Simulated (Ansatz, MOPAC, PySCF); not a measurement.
Complex: NH3 (SMILES N) (first 4 atoms) with NH3 (SMILES N); geometry from S22 set.
(charge 0, multiplicity 1):
```xyz
8

N     -1.57872    -0.04661     0.00000
H     -2.15862     0.13640    -0.80956
H     -2.15862     0.13640     0.80956
H     -0.84947     0.65819     0.00000
N      1.57872     0.04661     0.00000
H      2.15862    -0.13640    -0.80956
H      0.84947    -0.65819     0.00000
H      2.15862    -0.13640     0.80956
```

Counterpoise-corrected where a basis set is named; no monomer relaxation.

Cores are frozen in the correlated methods. The state that PM7 reach isn't checked; PM7 holds dispersion and hydrogen-bond terms.

Codes used: Ansatz (Gaussian basis) for Hartree–Fock, density functionals and correlated methods; MOPAC for PM7 (differences of heats of formation); PySCF for the dispersion terms. Each number belongs to the level named beside it.

Problem. One of these levels gives -9.5 kJ/mol for the interaction energy. Which one is it?
(A) revPBE-D3(BJ)/def2-TZVPPD
(B) PM7
(C) PBE0-D3(BJ)/def2-TZVPPD
(D) SCS-MP2/aug-cc-pVDZ

Solution. D, SCS-MP2/aug-cc-pVDZ. The others give -18.2 (PM7), -11.4 (revPBE-D3(BJ)/def2-TZVPPD), -13.6 (PBE0-D3(BJ)/def2-TZVPPD)

Ansatz is a first-principles code.
